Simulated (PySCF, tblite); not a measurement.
**Complex of chlorine and acetonitrile**

A gas-phase complex of chlorine and acetonitrile; neutral, singlet. The structure comes from a short search (6 tight-binding starts) and was optimised by PBE0-D3(BJ)/def2-SVPD; another way of binding may lie lower.

This structure isn't a minimum: the optimisation stopped short of the minimum along a soft mode, which is imaginary here (20i cm⁻¹ by PBE0-D3(BJ)/def2-SVPD), and forces of up to 0.020 eV/Å are left. All values below rest on it.

Parts: 1 = chlorine (ClCl), atoms 1–2; 2 = acetonitrile (CC#N), atoms 3–8.

Coordinates in Å:
```
Cl1     1.138   -0.305    0.254
Cl2    -0.696    0.286   -0.430
C3     -2.591    1.612   -4.004
C4     -2.873    1.327   -2.610
N5     -3.076    1.093   -1.496
H6     -3.253    2.407   -4.372
H7     -1.547    1.942   -4.106
H8     -2.741    0.710   -4.611
```

```json
{"contact": "Cl1–Cl2···N5", "kind (by geometry)": "halogen bond", "distance (Å)": "2.730", "angle (°)": "176"}
```

Interaction energies are complex less parts, with the parts frozen as they stand in it; counterpoise-corrected, in kcal/mol (PySCF). The CCSD(T) estimate is Hartree-Fock/aug-cc-pVQZ, plus the MP2 correlation part extrapolated as X⁻³ from aug-cc-pVTZ and aug-cc-pVQZ, plus CCSD(T) less MP2 in aug-cc-pVDZ; noble-gas cores are frozen. It isn't the exact limit.

```csv
level,interaction,superposition error removed
Hartree-Fock/aug-cc-pVQZ,1.15,-
wB97M-D3(BJ)/def2-TZVPD,-1.99,-0.17
PBE0-D3(BJ)/def2-TZVPD,-2.88,-0.19
MP2/aug-cc-pVQZ,-3.24,-0.28
```

(1) What does CCSD(T) at its estimated basis limit give, and which of these levels comes nearest?

(2) What holds them together? Decompose the wB97M-D3(BJ)/def2-TZVPD energy: frozen parts, their antisymmetrised product, then relaxation.

The parts were also relaxed and run alone, at the levels used for the complex: shieldings by PBE0/pcSseg-2; core levels by delta-SCF with SCAN, pcX-2 on the ionised atom and pcseg-1 elsewhere, spin-free X2C (2p3/2 is the spin-free 2p value less a third of a first-order spin-orbit splitting).

Values alone: Cl1–Cl2 bond (Å): 2.029; shielding of Cl2 (ppm): 543.6; shielding of N5 (ppm): -38.2; shielding of Cl1 (ppm): 543.6; Cl1 2p3/2 core level (eV): 207.95; Cl2 2p3/2 core level (eV): 207.95; N5 1s core level (eV): 405.35.

(3) How do these values change when the complex forms?

## Answers

(1) -2.49 kcal/mol. PBE0-D3(BJ)/def2-TZVPD is nearest, off by -0.38; the errors are Hartree-Fock/aug-cc-pVQZ +3.64, wB97M-D3(BJ)/def2-TZVPD +0.50, PBE0-D3(BJ)/def2-TZVPD -0.38, MP2/aug-cc-pVQZ -0.75.

(2) electrostatic -5.9, Pauli repulsion +8.3, orbital relaxation -3.5, dispersion correction -1.1 kcal/mol, which sum to the value before the counterpoise correction; the Pauli term holds the exchange-correlation of the frozen density too. Of the attraction, 56 % is electrostatic, 33 % is orbital relaxation, 11 % is dispersion correction.

(3) 
```tsv
property	alone	in the complex	change
Cl1–Cl2 bond (Å)	2.029	2.044	+0.015
shielding of Cl2 (ppm)	543.6	529.6	-13.9
shielding of N5 (ppm)	-38.2	-33.6	+4.6
shielding of Cl1 (ppm)	543.6	559.4	+15.9
Cl1 2p3/2 core level (eV)	207.95	206.57	-1.38
Cl2 2p3/2 core level (eV)	207.95	206.97	-0.98
N5 1s core level (eV)	405.35	405.54	+0.19
```

The core-hole state of N5 is spin-contaminated (⟨S²⟩ 0.81 against 0.75 for a pure doublet), so that value and differences from it are less sure.

The 6 runs behind this took 18 min in all, one thread each of Arm Neoverse V2 on a shared host, launched as `OMP_NUM_THREADS=1 python cluster_run.py task.json out`.
